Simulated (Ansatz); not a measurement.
α-phase Ga, treated with r²SCAN (plane waves, PAW; Ansatz, a quantum-chemistry and plane-wave program).

Settings: plane-wave cutoff 500 eV, 18×18×16 k mesh (along the axes of the cell as run), Fermi–Dirac smearing 0.1 eV, scalar-relativistic PAW data made under PBE.

Computed at the level's own relaxed cell.

Question: Predict the equilibrium volume per atom, equilibrium lattice constant a, lattice parameter b and c axis length.

Answer: 
* **equilibrium volume per atom**: 19.21 Å³/atom
* **equilibrium lattice constant a**: 4.479 Å
* **lattice parameter b**: 7.589 Å
* **c axis length**: 4.520 Å

Computed values are for the static lattice.
